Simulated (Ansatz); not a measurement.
A made-up structure of C₂H₄Na (charge -1), singlet:

C1  (-0.342, 0.409, -0.059)
C2  (0.666, -0.197, -0.222)
Na3  (1.003, -0.982, 1.498)
H4  (-1.333, -0.217, 0.014)
H5  (-0.171, 0.812, -0.969)
H6  (-0.329, 1.188, 0.824)
H7  (0.505, -1.014, -1.085)
(Å)

It is relaxed with PBE-D4/def2-SVPD and then PBE0-D4/def2-TZVPD (Ansatz 0.2.0). Atoms count as bonded within 1.22 times the sum of their covalent radii (H–H: 0.88 Å). The end point is not checked to be a true minimum.

Problem. Does its bonding change? (A judgement: the text doesn't fix the answer.)

Solution. The calculation gives: Yes. Formed: none; broken: C1–Na3.

Where it ends: The first stage lowers the energy by 4.57 eV in 8 steps. It ends as C₂H₄Na ([CH3][CH][Na]), total charge -1:
| atom | x (Å) | y (Å) | z (Å) |
| --- | --- | --- | --- |
| C1 | -0.4756 | 0.5405 | -0.1650 |
| C2 | 0.7570 | -0.3228 | -0.1089 |
| Na3 | 1.5296 | -1.5209 | 1.8030 |
| H4 | -1.4452 | 0.0119 | -0.1345 |
| H5 | -0.4913 | 1.0918 | -1.1277 |
| H6 | -0.5037 | 1.3001 | 0.6263 |
| H7 | 0.6293 | -1.1005 | -0.8932 |

Labels in which every atom is bracketed show which atoms are joined, not bond orders.

For scale, one of the runs: PBE0-D4/def2-TZVPD relaxation, 145 basis functions, launched by `ansatz run in.yaml --threads 2 --pin off --events-out ev --progress --plain --max-ram 4352MiB`. The run took about 13 s on 2 CPU threads of an Arm Neoverse V2 (shared host).
